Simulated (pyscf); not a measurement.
Structures and frequencies: ωB97X-D3(BJ)/def2-SVP in PySCF.

Problem. `[F][SiH][F]` [doublet] + `[NH3]` → `[F][SiH2][F]` + `[NH2]` [doublet]
Surface: doublet. Broken: H–N. Formed: H–Si. Give ΔE‡ and ΔE from ωB97M-D3(BJ)/def2-TZVP, relative to the separated reactants.

Solution. ΔE‡ = 0.82 eV, ΔE = +0.56 eV. Zero-point energy shifts the barrier by -0.12 eV. It is a hydrogen abstraction, with an imaginary mode of 1151i cm⁻¹. One saddle was located; it need not be the lowest between these sides. The angle at the transferred H is 149°.
